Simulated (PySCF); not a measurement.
Structure problem from calculated spectra and properties.

Formula: LiF.

| Item | Value |
| --- | --- |
| Rotational structure | rotational constant B (linear): 41.962 GHz [PBE0-D3(BJ)/def2-SVP] |
| Couplings | largest of the computed one-bond spin–spin couplings (means over like bonds): 19F–7Li +170.5 Hz [B3LYP/pcJ-1] |
| Valence photoelectron | vertical ionisation energy: 11.72 eV [ΔSCF PBE0/def2-SVPD] |
| Triplet | lowest triplet excitation (Tamm–Dancoff): 5.78 eV [TDA PBE0/def2-SVPD] |
| NMR, other nuclei | isotropic shieldings of nuclei other than C and H, by class: 87 (1 Li), 334 (1 F) ppm [GIAO CAM-B3LYP/pcSseg-2] |
| XPS | Li1s 64.3, F1s 688.3 eV [ΔSCF SCAN, pcX-2 on the ionised atom, pcseg-1 elsewhere, spin-free X2C] |
| Polarisability | 9.1 au [PBE0/def2-SVPD] |
| Dipole | 6.14 D [PBE0/def2-SVPD] |

The electronic properties come from PySCF, for the isolated species, density fitting. Levels stand in brackets. Isolated species at its PBE0-D3(BJ)/def2-SVP geometry, gas phase. NMR classes are plain means over equivalent atoms (diastereotopic ones count apart unless rotation or inversion swaps them), as if these changed places fast.

Problem. Give a SMILES that accounts for the data.

Solution. The other shieldings belong to: 87 ppm, lithium bonded to F; 334 ppm, fluorine bonded to Li. The couplings run between: +170.5 Hz, fluorine bonded to Li and lithium bonded to F. The core levels belong to: Li1s 64.3 eV, lithium bonded to F; F1s 688.3 eV, fluorine bonded to Li. The optimised geometry has point group C∞v and is a linear rotor. Structure: `[Li][F]` (lithium fluoride).
